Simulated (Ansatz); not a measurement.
# HAlGa, doublet in 6-31G: errors against full CI

Geometry: a point of a stretch scan, not a stationary point.

```yaml
atoms:
  - { symbol: Al, position_ang: [0.0000, 0.0000, -0.3215] }
  - { symbol: Ga, position_ang: [0.0000, 0.0000, -2.9920] }
  - { symbol: H, position_ang: [0.0000, 0.0000, 3.3135] }
```

Basis 6-31G (Cartesian d functions); Ansatz 0.2.0. Only valence electrons are correlated (noble-gas cores and the filled d shells of p-block atoms frozen), which leaves 7 electrons in 25 orbitals. R marks a restricted (for open shells ROHF) determinant, U an unrestricted one. Active spaces: pair = (3e, 3o) about the gap; valence = (7e, 9o) chosen from the atoms' valence shells. No spin–orbit coupling is included, and no scalar relativity.

Full CI is exact within this basis and frozen core; it isn't the basis-set limit. The frozen core follows each run's orbitals, which can shift R against U totals by a few meV for light atoms and by up to 0.1 eV past Ca.

The R cluster runs have T1 = 0.248 on a determinant 1.37 eV above the lowest RHF solution, too large to trust, so RMP2, RCCSD, RCCSD(T), RCCSDT(Q), RCCSDT aren't compared. BCCD(T) turns its orbitals far from the restricted determinant (T1 = 0.344 for the singles of that rotation), so its spin and state can't be checked, and it isn't compared.

* UHF ⟨S²⟩: 1.752
* T1 diagnostic (RCCSD): 0.2485
* largest doubles amplitude (RCCSD): 0.352

```tsv
level	E − E(full CI) (kcal/mol)	share of correlation (%)	wall time
RHF†	67.63	–	–
CASSCF (valence space)	12.30	87.60	–
NEVPT2 (valence space)	3.64	96.33	5.5 s
MRCISD (valence space)	0.34	99.66	–
MRCISD+Q (valence space)	0.05	99.95	6.5 s
```

A dagger marks rows that describe another state than the reference (another or a broken symmetry, a higher spin or other natural occupations), so the difference holds a gap between states beside the method's error.

The correlation energy at full CI, counted from the determinant under the R cluster runs, is -4.300 eV. That run took 5.6 min on 1 thread of Arm Neoverse V2, shared host over 7,273,250 determinants.

Run but not shown, since their state, orbitals or frozen core can't be matched to the reference's or they repeat it: UHF, RMP2, UMP2, CISD, RCCSD, UCCSD, RCCSD(T), UCCSD(T), BCCD(T), RCCSDT, UCCSDT, RCCSDT(Q), UCCSDT(Q), CASSCF (pair space), NEVPT2 (pair space).

Times hold each run's SCF and search for its determinant on a shared host, so for small cases they say little of a method's own cost; they ran on 1 thread of Arm Neoverse V2.

The full-CI state has the irrep B1 of C2v, in the program's axes (one component, if the state is degenerate).

Natural occupations of full CI about the gap: 1.942 1.879 1.307 0.975 0.694 0.057 0.045 0.035 0.034 0.009; effectively unpaired electrons, Σ n²(2−n)², 2.73. No single determinant describes this state well, so single-reference rows can miss without a flag.
